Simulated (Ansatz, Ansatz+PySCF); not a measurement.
```yaml
atoms:
  - { symbol: N, position_ang: [0.0000, 0.0000, -0.6093] }
  - { symbol: O, position_ang: [0.0000, 0.0000, 0.5331] }
```

Basis set: def2-SVP (spherical functions). Correlated methods keep 2 orbitals frozen. Correlation on ROHF uses semicanonical orbitals with singles. Charge 0, multiplicity 2.

Computed with Ansatz (development build ahead of 0.2.0); free ground-state atoms in the same class of orbitals, no zero-point energy, no relativity. Restricted functionals stand beside restricted open-shell atoms, which can lie above the unrestricted atoms usual in DFT and then raise those values.

The atomization energy of doublet NO from measured heats of formation, zero-point and thermal terms removed is 6.622 eV (G2/97 set, Curtiss et al., J. Chem. Phys. 106, 1063 (1997), as shipped with ASE); it holds spin-orbit and other relativistic effects.

(1) How far do ωB97X (unrestricted), ωB97X (restricted open-shell), r²SCAN (unrestricted), r²SCAN (restricted open-shell), PBE (unrestricted), PBE (restricted open-shell), PBE0 (unrestricted), PBE0 (restricted open-shell), ROHF-CCSD(T), ROHF-CCSD, UHF-CCSD(T), UHF-CCSD, ROHF-MP2, UHF-MP2, UHF, ROHF miss it in this basis?

Results:

(1)

```
                        method  atomization energy (eV)  computed − measured (eV)
          ωB97X (unrestricted)                    6.735                     0.113
 ωB97X (restricted open-shell)                    6.860                     0.238
         r²SCAN (unrestricted)                    6.637                     0.015
r²SCAN (restricted open-shell)                    6.740                     0.118
            PBE (unrestricted)                    7.576                     0.954
   PBE (restricted open-shell)                    7.632                     1.010
           PBE0 (unrestricted)                    6.719                     0.097
  PBE0 (restricted open-shell)                    6.774                     0.152
                  ROHF-CCSD(T)                    5.959                    -0.663
                     ROHF-CCSD                    5.688                    -0.934
                   UHF-CCSD(T)                    5.952                    -0.670
                      UHF-CCSD                    5.694                    -0.928
                      ROHF-MP2                    6.424                    -0.198
                       UHF-MP2                    6.253                    -0.369
                           UHF                    2.318                    -4.304
                          ROHF                    2.373                    -4.249
```
